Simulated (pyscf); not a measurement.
H₃C–GeH: (SMILES [CH3][GeH]) [singlet] + H₂ (SMILES [H][H]) + H₂ (SMILES [H][H]) → H₃C–GeH₃ (SMILES [CH3][GeH3]) + H₂ (SMILES [H][H]), a multi-bond step (singlet surface; H–H, H–H broken, Ge–H, Ge–H, H–H formed). Structures and frequencies: ωB97X-D3(BJ)/def2-SVP in PySCF. Energies in eV from the separated reactants.

AM1 to PM7: differences of heats of formation from MOPAC, which are fitted to 298 K values and so differ in kind from electronic energies by zero-point and thermal terms. 

### Question
In single points PM6 puts the saddle at 2.14 eV and the reaction energy at -0.76 eV. Should these be trusted to within a few kcal/mol? Compare with ωB97M-D3(BJ)/def2-TZVP.

### Answer
ωB97M-D3(BJ)/def2-TZVP gives ΔE‡ = 1.47 eV and ΔE = -1.82 eV. PM6 lies 0.67 eV over it in the barrier and 1.06 eV over it in the reaction energy, so on this step it does not hold to within 0.13 eV. ωB97M-D3(BJ)/def2-TZVP has limits of its own. One saddle was located; it need not be the lowest between these sides. In the def2 sets elements up to Kr have no core potential.
